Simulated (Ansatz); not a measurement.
Two structures of AlNH$_{6}$S, closed shell, reached by relaxing down either side of one saddle point (PBE0-D4/def2-TZVP). Energies are electronic, without zero-point energy. Computed with Ansatz 0.2.0 (basis: def2-TZVPP and def2-QZVPP); correlated methods freeze the cores. Extrapolation: Hartree–Fock as exp(−7.88 √X), correlation as X^−2.97. First:

| atom | x (Å) | y (Å) | z (Å) |
| --- | --- | --- | --- |
| Al1 | -0.5499 | 0.2533 | -0.7370 |
| S2 | 1.1480 | 1.6916 | -0.9635 |
| H3 | -0.4922 | -1.0495 | -1.6563 |
| H4 | -1.9345 | 0.9548 | -0.3725 |
| H5 | -0.0002 | 0.1756 | 1.7758 |
| N6 | -0.0966 | -0.5672 | 1.0899 |
| H7 | 1.9376 | 0.8161 | -1.6068 |
| H8 | 0.7912 | -1.0579 | 1.0488 |
| H9 | -0.8034 | -1.2167 | 1.4217 |

Second:

Al1  (-0.831, -0.231, -0.529)
S2  (1.079, 1.538, -0.851)
H3  (-0.492, -0.971, -1.899)
H4  (-1.960, 0.886, -0.404)
H5  (1.069, 1.967, 0.422)
N6  (-0.367, -1.076, 0.977)
H7  (2.086, 0.680, -0.617)
H8  (0.141, -1.945, 1.011)
H9  (-0.724, -0.850, 1.891)
(Å)

Q: Which bonds change from the first to the second?

A: AlH₃S ([AlH2][SH]) + NH₃ → AlNH₄ ([NH2][AlH2]) + H₂S (still joined by a long Al–S bond); bonds formed: S2–H5; dative contacts that become bonds: Al1–N6; bonds broken: H5–N6; bonds weakened to dative contacts: Al1–S2.

Q: Give the saddle point's structure and its height above each. (An estimate is asked for; the value comes from the calculation.)

A: By the calculation: 130.9 kJ/mol above the first and 21.3 kJ/mol above the second (CCSD(T) at an estimated basis limit (MP2 extrapolated from triple and quadruple zeta, plus CCSD(T) − MP2 in triple zeta)).
Al1  (-0.792, -0.112, -0.640)
S2  (1.020, 1.637, -0.431)
H3  (-0.333, -1.000, -1.875)
H4  (-2.136, 0.728, -0.582)
H5  (0.828, 0.655, 0.621)
N6  (-0.157, -0.680, 1.013)
H7  (1.940, 0.876, -1.048)
H8  (0.345, -1.554, 1.097)
H9  (-0.714, -0.551, 1.846)
(Å)

The T1 diagnostic stays at or below 0.011.

Labels in which every atom is bracketed show which atoms are joined, not bond orders.

For scale, one of the runs: CCSD(T)/def2-TZVPP, 199 basis functions, launched by `ansatz run in.yaml --threads 2 --pin off --events-out ev --progress --plain --max-ram 4352MiB`. Time: 44 s of wall clock on 2 CPU threads of an Arm Neoverse V1; the host was shared. Peak host memory: 2.2 GiB.
